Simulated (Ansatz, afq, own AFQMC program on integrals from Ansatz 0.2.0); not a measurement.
Two steps: Ansatz 0.2.0 writes the Fock matrix and Cholesky factors of the valence space, and afq projects on them the lowest state that overlaps trial and start.

```yaml
crystal:
  periodic: [false, false, false]
  atoms:
    - {symbol: O, position_ang: [0.000000, 0.074551, 0.542472]}
    - {symbol: C, position_ang: [0.000000, -0.152157, -0.604077]}
    - {symbol: H, position_ang: [0.000000, 0.629740, -1.412618]}
basis:
  gaussian: {orbitals: cc-pVDZ}
magnetization: {spin_polarized: true, initial_magnetization: 1}
correlation: {method: ccsd_t, electrons: outside_noble_gas, hamiltonian_folder: ham}
```

```sh
$ ansatz run in.yaml --threads 1 --pin off --events-out ev --progress --plain --max-ram 16896MiB --backend cuda --devices 0, --max-vram 18GiB
```

Options of the walk:

```
--method phaseless --trial hf --walkers 4000 --populations 20 --least-time 40 --time-step 0.005 --steps-per-block 20 --equilibration-blocks 112 --max-blocks 4000 --target-error 0.001 --factor-cut 1e-05 --start spin_pure --seed 5777 --taylor-order 6
```

Times are imaginary, in 1/Eh. The walk had a cap of 49 s. With eight or more populations the least sampling time is a fifth of least-time, and the error comes from their spread.

Output of the walk:

```
orbitals 31  electrons 6 5  factors 234 of 303
reference energy -113.25939135 Eh
CCSD correlation -0.30576173 Eh in 12 cycles, weight of the determinant in the CISD state 0.8949
energy of the start -113.259719 Eh
 block  time / (1/Eh)  mean weight  energy / Eh
     1     0.100  1.0016  -113.353916
     2     0.200  1.0027  -113.417182
     3     0.300  1.0025  -113.459093
     4     0.400  1.0023  -113.483610
     5     0.500  1.0019  -113.501054
     8     0.800  1.0013  -113.539294
    15     1.500  1.0003  -113.565672
    36     3.600  1.0001  -113.573123
    57     5.700  0.9998  -113.570739
    78     7.800  0.9998  -113.568942
    99     9.900  1.0002  -113.565623
   120    12.000  0.9999  -113.570633
   141    14.100  1.0003  -113.578834
   162    16.200  1.0005  -113.574432
   183    18.300  1.0001  -113.574305
   204    20.400  1.0003  -113.580644
   225    22.500  1.0001  -113.582227
   246    24.600  0.9998  -113.578461
   267    26.700  1.0002  -113.578619
   281    28.100  0.9999  -113.590806
   288    28.800  1.0001  -113.569802
error from the spread of 20 populations
energy -113.577378 +/- 0.000989 Eh
(rows thinned)
```

The run passed its tests (sampling time, drift between the halves within three errors, error under three times the target), which doesn't prove that it has relaxed.

Against this walk (error 26.9 meV) on the same determinant: CCSD(T) 53.7 meV higher (within the noise), CCSDT(Q) 5.7 meV higher (within the noise), a separate phaseless walk with a CISD trial and standard settings 20.1 ± 27.4 meV higher (within the noise). The error is statistical and leaves out the bias of the constraint.

Cautions: constraint bias not in the error.

The walk took 16 s on 1 × NVIDIA H100 80GB HBM3 with 2 threads of AMD EPYC 7R13 Processor (Zen 3) (shared host) (the card was shared). The log's last line is the phaseless energy.

CCSDT and higher add their correlation energy to the determinant of the CCSD(T) run, since their own runs factorise the integrals more tightly (a shift of under 2 meV). A walk keeps the symmetry of its determinant, which the program's search chose and which needn't be the lowest solution, so a lower state of the same spin and another symmetry isn't excluded.
